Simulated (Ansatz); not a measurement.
Compare A (`CCCCCCCC`) with its isomer B (`CC(C)(C)C(C)(C)C`).

Calculated with Ansatz (gas phase, PBE0-D4/def2-TZVP geometries, no zero-point term in ΔE). CCSD(T)/CBS adds triple-zeta CCSD(T) − MP2 to the extrapolated MP2 energy (def2 sets, frozen cores). DFT in def2-TZVPP. B3LYP here is the variant with VWN-RPA as its local correlation; programs differ in this. Each species was taken in one conformer, which may not be the lowest.

Which is lower in electronic energy at CCSD(T)/CBS, and by how much? (An estimate is asked.)

Computed: B, by 11.8 kJ/mol.

Give E(B) − E(A) in kJ/mol with B3LYP-D4, r2SCAN-D4, LDA (SPW92), CCSD(T)/def2-SVP, ωB97M-V, BLYP-D4, B2PLYP. (Estimate.)

Ansatz gave: B3LYP-D4 1.7, r2SCAN-D4 -5.3, LDA (SPW92) -17.8, CCSD(T)/def2-SVP -10.4, ωB97M-V -9.5, BLYP-D4 -1.0, B2PLYP 7.3. The order is the other way round with B3LYP-D4, B2PLYP.

Largest T1 diagnostic: 0.009.

The D4 term adds −24.6 kJ/mol with B3LYP and −13.6 kJ/mol with PBE0; it sums over pairs of atoms, weighted by their polarisabilities, and B3LYP, whose exchange is more repulsive, gets the larger term. In def2-TZVPP, CCSD(T) changes the Hartree–Fock value by −51.3 kJ/mol (the triples alone add −8.3 kJ/mol) and MP2 by −61.0 kJ/mol.
